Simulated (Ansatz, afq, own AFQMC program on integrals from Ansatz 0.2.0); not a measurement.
# SiGeH2, triplet: AFQMC among the cluster methods

```xyz
4

Si    0.0000   -0.0039    1.5661
Ge    0.0000   -0.0238   -0.5845
H     0.0000    1.3266    0.5226
H     0.0000    0.5003   -2.0341
```

Connectivity, by distances: Si–GeH, 1 bridging H.

Basis cc-pVDZ. Only valence electrons are correlated. AFQMC by an in-house program on the Cholesky factors that Ansatz 0.2.0 writes for its CCSD(T) run. ph-AFQMC/CISD is guided by a CISD state made of CCSD amplitudes; releasing the constraint for a short imaginary time cuts its bias at the price of noise, slowly where states lie close. ± is one standard error of the sampling. No spin–orbit coupling.

Determinant: UHF, the one that the program's search chose, which needn't be the lowest solution. The geometry is a PBE0/def2-TZVP stationary point of this or a neighbouring charge and spin state.

No full CI on the walks' own integrals is used here; CCSDT(Q) serves as the reference and is uncertain by about the last step of the cluster series.

Cautions: no relativity below Rb; no spin-orbit coupling; inner d shell frozen; another spin lies lower (by 2.22 eV); the search met a lower determinant of the same kind, perhaps of another symmetry (156 meV lower), and this one is a saddle point; unrestricted determinant slightly spin contaminated (⟨S²⟩ 2.05 against 2.00); the ph-AFQMC/CISD walk drifts between its halves (2.9 errors).

```
T1 diagnostic                               : 0.0245
weight of the determinant in the CISD state : 0.855
⟨S²⟩ of the determinant                     : 2.054
size of the correlated space                : 10 electrons in 36 orbitals
```

Reference: CCSDT(Q), correlation energy -5.557 eV. The released energy is read at 2.40 1/Eh (meV from the phaseless value at times in 1/Eh: -12 ± 14 at 0.24, -20 ± 11 at 0.51, -35 ± 10 at 0.99, -40 ± 11 at 1.62, -45 ± 13 at 2.40).

| level | E − E(reference) (meV) | share of correlation (%) |
| --- | --- | --- |
| HF | 5557.2 | 0.00 |
| MP2 | 1269.0 | 77.16 |
| CCSD | 275.3 | 95.05 |
| CCSD(T) | 58.8 | 98.94 |
| CCSDT | 15.1 | 99.73 |
| ph-AFQMC/HF | 32.6 ± 49.0 | 99.41 |
| ph-AFQMC/CISD | 49.8 ± 13.3 | 99.10 |
| released AFQMC | 5.2 ± 12.6 | 99.91 |

A walk keeps the symmetry of its determinant, which the program's search chose and which needn't be the lowest solution, so a lower state of the same spin and another symmetry isn't excluded. Released energies are given only where the last usable release times agree within the noise; a slower fall can still hide under it.
